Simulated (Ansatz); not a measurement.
**C₄H₁₀N₂: taking an electron away**

The task here is to estimate one member of a computed series from the others.

Program: Ansatz 0.2.0, Gaussian basis. Level of theory: unrestricted cation, the program's frozen cores in correlated methods. These are calculated values, not measurements.

Levels to be run: UKS PBE-D4/def2-TZVPP; UKS r2SCAN-D4/def2-TZVPP; UKS PBE0-D4/def2-TZVPP; UKS B3LYP-D4/def2-TZVPP; UKS wB97X-V/def2-TZVPP; UKS wB97M-V/def2-TZVPP; UKS B2PLYP/def2-TZVPP; UHF-CCSD(T)/def2-TZVPP; UHF-MP2/def2-QZVPP; extrapolation to the limit; then −ε(HOMO) from the neutral's earlier runs with LDA (SPW92), PBE-D4, revPBE-D4, BLYP-D4, r2SCAN-D4, B97M-V, PBE0-D4, B3LYP-D4, r2SCANh-D4, r2SCAN0-D4, HSE06-D4, BHLYP-D4, CAM-B3LYP-D4, LC-ωPBE, ωB97X-V, ωB97M-V.

## Structure used throughout

An earlier PBE0-D4 in a triple-zeta def2 set relaxation fixed the geometry.

16 atoms, charge 0, spin multiplicity 1.

Atoms are counted from 1 here; the program's logs count them from 0.

Bond lengths: C1–C2 1.543 Å, C1–N6 1.449 Å, C1–H7 1.095 Å, C1–H8 1.092 Å, C2–N3 1.454 Å, C2–H9 1.104 Å, C2–H10 1.095 Å, N3–C4 1.448 Å, N3–H11 1.010 Å, C4–C5 1.540 Å, C4–H12 1.105 Å, C4–H13 1.092 Å, C5–N6 1.457 Å, C5–H14 1.092 Å, C5–H15 1.096 Å, N6–H16 1.012 Å. Angles: C2–C1–N6 112.9°, C2–C1–H7 110.0°, C2–C1–H8 110.3°, N6–C1–H7 107.4°, N6–C1–H8 109.6°, H7–C1–H8 106.4°, C1–C2–N3 108.7°, C1–C2–H9 109.1°, C1–C2–H10 110.5°, N3–C2–H9 112.8°, N3–C2–H10 108.4°, H9–C2–H10 107.3°, C2–N3–C4 110.8°, C2–N3–H11 110.8°, C4–N3–H11 111.5°, N3–C4–C5 107.7°, N3–C4–H12 112.3°, N3–C4–H13 109.5° and more.

Set-up of the first run:

in.yaml reads:

```yaml
crystal:
  periodic: [false, false, false]
  atoms:
    - {symbol: C, position_ang: [-0.660468, 0.190501, 1.217171]}
    - {symbol: C, position_ang: [0.876098, 0.076300, 1.128368]}
    - {symbol: N, position_ang: [1.273009, 0.192448, -0.265915]}
    - {symbol: C, position_ang: [0.421606, -0.617412, -1.112792]}
    - {symbol: C, position_ang: [-0.969629, 0.042597, -1.145150]}
    - {symbol: N, position_ang: [-1.246249, 0.823814, 0.053027]}
    - {symbol: H, position_ang: [-1.105161, -0.805877, 1.306576]}
    - {symbol: H, position_ang: [-0.947929, 0.739342, 2.116774]}
    - {symbol: H, position_ang: [1.193586, -0.877044, 1.585287]}
    - {symbol: H, position_ang: [1.354135, 0.883054, 1.692866]}
    - {symbol: H, position_ang: [2.247251, -0.046581, -0.382403]}
    - {symbol: H, position_ang: [0.338755, -1.657899, -0.751013]}
    - {symbol: H, position_ang: [0.845867, -0.664098, -2.118383]}
    - {symbol: H, position_ang: [-1.051793, 0.709788, -2.005975]}
    - {symbol: H, position_ang: [-1.740727, -0.727882, -1.259149]}
    - {symbol: H, position_ang: [-0.828358, 1.738929, -0.059309]}
basis:
  gaussian: {orbitals: def2-TZVPP}
total_charge: 1
magnetization: {spin_polarized: true, initial_magnetization: 1}
hamiltonian: {xc: pbe, dispersion: d4}
```

Launch:

```console
$ ansatz run in.yaml --threads 2 --pin off --events-out ev --progress --plain --max-ram 32768MiB --backend cuda --devices 0, --max-vram 18GiB
```

Among the steps run: Cation, UKS PBE-D4/def2-TZVPP; Cation, UKS r2SCAN-D4/def2-TZVPP; Cation, UKS PBE0-D4/def2-TZVPP; Cation, UKS B3LYP-D4/def2-TZVPP; Cation, UKS wB97X-V/def2-TZVPP; Cation, UKS wB97M-V/def2-TZVPP; Cation, UKS B2PLYP (frozen core)/def2-TZVPP; Cation, UHF-CCSD(T)/def2-TZVPP; Cation, UHF-MP2/def2-QZVPP.

One table of the session follows, with a row left open; its other results are not shown here.

For comparison, −ε(HOMO) of the neutral from earlier runs:

| functional | −ε(HOMO) (eV) |
| --- | --- |
| LDA (SPW92) | 4.97 |
| PBE-D4 | 4.85 |
| revPBE-D4 | 4.80 |
| BLYP-D4 | 4.76 |
| r2SCAN-D4 | 5.10 |
| B97M-V | 5.30 |
| PBE0-D4 | 6.23 |
| B3LYP-D4 | 6.03 |
| r2SCANh-D4 | 5.62 |
| r2SCAN0-D4 | 6.41 |
| HSE06-D4 | 5.83 |
| BHLYP-D4 | 7.58 |
| CAM-B3LYP-D4 | 7.66 |
| LC-ωPBE | ? |
| ωB97X-V | 8.67 |
| ωB97M-V | 8.60 |

**Question.** Estimate the row for LC-ωPBE.

The run gave: −ε(HOMO) (eV): 8.98. In the column «−ε(HOMO) (eV)» it is the highest.
